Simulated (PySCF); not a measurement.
# C4H5ClO: the cost of one run

Programs: PySCF 2.14.0, with density-fitted response routines of our own. Each step states its level of theory. These are calculated values for one molecule in the gas phase, unless marked as measured. Atoms count from 0, in the outputs and in this text.

### Step 1. The molecule as given

11 atoms, charge 0, multiplicity 1; geometry from: GFN2-xTB.

Bonds of the start (Å): O0–C1 1.19, C1–Cl2 1.78, C1–C3 1.46, C3–C4 1.51, C4–C5 1.48, C5–C3 1.51, C3–H6 1.08, C4–H7 1.08, C4–H8 1.08, C5–H9 1.08, C5–H10 1.08.

### Step 2. Relaxing the molecule at PBE0-D3(BJ)/def2-SVP

Job settings and geometry (Å):

```
{"job": {"xc": "PBE0", "basis": "def2-SVP", "d3": "d3bj", "grid": 1, "kind": "geom"}, "charge": 0, "multiplicity": 1}
O      1.962103    -1.644635     0.797232
C      1.315028    -0.859593     0.184790
Cl     1.984072    -0.183746    -1.319880
C     -0.013093    -0.352799     0.517274
C     -0.408764     1.074397     0.204666
C     -1.023658    -0.033390    -0.563133
H     -0.382180    -0.787073     1.438854
H      0.325631     1.691940    -0.288091
H     -0.994712     1.587414     0.951202
H     -2.047227    -0.310392    -0.363798
H     -0.711776    -0.179453    -1.585081
```

Launch:

```sh
$ OMP_NUM_THREADS=1 python probes_run.py task.json out
```

This one command runs all jobs of the session in turn.

Q: Estimate the wall time and peak memory of this first job on 1 thread of Arm Neoverse V1, shared host.

About 22 s, with a peak of 0.47 GiB.
